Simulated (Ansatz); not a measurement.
# Counterpoise correction, worked out

The pair of H2S (SMILES S, atoms 1–3) and CH3Cl (SMILES CCl, atoms 4–8), both closed shells, in one local arrangement (a lower one may exist), relaxed at PBE0-D4/def2-TZVP:

```
8
angstrom
S 0.2361 0.2651 -2.4954
H -0.1057 -0.7502 -1.6829
H -1.0254 0.7189 -2.5480
C 0.2387 0.0854 1.3848
Cl -0.4678 -1.4762 0.9161
H 1.1576 -0.1054 1.9339
H -0.4771 0.6103 2.0129
H 0.4435 0.6521 0.4785
```

Ansatz 0.2.0; basis: def2-TZVPPD; cores frozen in the correlated methods.

MP2 total energies in eV:

| system | geometry | basis functions | energy |
| --- | --- | --- | --- |
| pair | pair | all | -24447.31325 |
| H2S | as in the pair | all (partner as ghosts) | -10854.65636 |
| CH3Cl | as in the pair | all (partner as ghosts) | -13592.56014 |
| H2S | as in the pair | its own | -10854.64492 |
| CH3Cl | as in the pair | its own | -13592.55145 |
| H2S | free (PBE0-D4 minimum) | its own | -10854.64590 |
| CH3Cl | free (PBE0-D4 minimum) | its own | -13592.55174 |

**Question.** Work out the interaction energy with and without the counterpoise correction, the superposition error, and the binding energy from the relaxed fragments.

**Answer.** Without correction: -24447.31325 − (-10854.64492) − (-13592.55145) = -0.11688 eV.
With correction (each fragment in the whole basis): -24447.31325 − (-10854.65636) − (-13592.56014) = -0.09675 eV = -2.23 kcal/mol.
The superposition error is the difference, 0.02013 eV, 17 % of the uncorrected value: each fragment borrows its partner's functions.
Deformation from the free shapes: 0.00098 eV for H2S and 0.00029 eV for CH3Cl.
Binding energy from relaxed fragments: -0.09675 + 0.00098 + 0.00029 = -0.09548 eV = -2.20 kcal/mol (electronic, without zero-point energy; negative means bound). For comparison, the corrected interaction energy by CCSD(T) at an estimated basis limit (MP2 extrapolated from triple and quadruple zeta, plus CCSD(T) − MP2 in triple zeta) is -0.103 eV.

The T1 diagnostic stays at or below 0.011.

For scale, one of the runs: CCSD(T)/def2-TZVPPD, 224 basis functions, launched by `ansatz run in.yaml --threads 4 --pin off --events-out ev --progress --plain --max-ram 9574MiB`. The run took 13 s on 4 CPU threads of an AMD EPYC 9R45 (shared host), with 3.4 GiB of host memory at its peak.
